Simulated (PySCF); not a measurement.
Compound: C5H9N.
SMILES with atom numbers: `[CH3:1][C@@H:2]1[CH2:3][CH:4]=[N:5][CH2:6]1` (hydrogens: H7, H8, H9 on C1; H10 on C2; H11, H12 on C3; H13 on C4; H14, H15 on C6)

The closed-shell ground state was solved at several levels (PySCF, density fitting, gas phase, non-relativistic). One conformer (not necessarily the lowest) at the PBE0-D3(BJ)/def2-SVP geometry, without solvent, vibrations or thermal averaging.

| level | basis functions | HOMO (eV) | LUMO (eV) | gap (eV) | dipole (D) |
| --- | --- | --- | --- | --- | --- |
| B97-2/pcSseg-1 | 147 | -7.07 | 0.06 | 7.13 | 2.23 |
| B3LYP/pcSseg-1 | 147 | -7.07 | -0.11 | 6.96 | 2.21 |
| LDA/pcSseg-1 | 147 | -5.90 | -1.20 | 4.70 | 2.23 |
| PBE/pcSseg-1 | 147 | -5.80 | -0.99 | 4.81 | 2.14 |
| PBE0/6-31G* | 102 | -7.10 | 0.46 | 7.56 | 2.14 |
| mPW1PW91/pcSseg-1 | 147 | -7.38 | 0.12 | 7.50 | 2.26 |
| PBE0/STO-3G | 39 | -4.84 | 3.14 | 7.98 | 1.92 |
| BP86/pcSseg-1 | 147 | -5.92 | -1.09 | 4.83 | 2.17 |
| PBE0/def2-TZVP | 240 | -7.35 | 0.07 | 7.42 | 2.22 |
| CAM-B3LYP/pcSseg-1 | 147 | -8.75 | 1.38 | 10.13 | 2.27 |
| KT2/pcSseg-1 | 147 | -6.00 | -0.95 | 5.05 | 2.10 |
| PBE0/pcSseg-1 | 147 | -7.34 | 0.14 | 7.48 | 2.25 |
| KT3/pcSseg-1 | 147 | -6.00 | -0.94 | 5.06 | 2.07 |

Task: What might B97-D/pcSseg-1 (147 basis functions) give for the same quantities?

Result: HOMO -5.82 eV, LUMO -0.91 eV, gap 4.91 eV, dipole 2.16 D.

Task: Over all these levels, which gives the widest orbital gap and which the narrowest?

Result: CAM-B3LYP/pcSseg-1 (range-separated hybrid) has the widest, 10.13 eV, and LDA/pcSseg-1 (LDA) the narrowest, 4.70 eV. The two share the basis. From the narrowest to the widest the HOMO moves by -2.85 eV and the LUMO by +2.58 eV.

Task: How much does the basis alone move the frontier levels among the 4 PBE0 rows?

Result: The HOMO by 2.51 eV and the LUMO by 3.07 eV. By rising basis size (HOMO, LUMO in eV): STO-3G -4.84, 3.14; 6-31G* -7.10, 0.46; pcSseg-1 -7.34, 0.14; def2-TZVP -7.35, 0.07.

Task: In the pcSseg-1 basis, how does the gap go with the fixed share of exact exchange?

Result: LDA (0 %) 4.70 eV; PBE (0 %) 4.81 eV; BP86 (0 %) 4.83 eV; B97-D (0 %) 4.91 eV; KT2 (0 %) 5.05 eV; KT3 (0 %) 5.06 eV; B3LYP (20 %) 6.96 eV; B97-2 (21 %) 7.13 eV; PBE0 (25 %) 7.48 eV; mPW1PW91 (25 %) 7.50 eV. Each rise in the share widens the gap here.

Task: How far do the dipole and the HOMO energy spread over the levels?

Result: The dipole runs from 1.92 to 2.27 D (mean 2.17 D) and the HOMO from -8.75 to -4.84 eV.
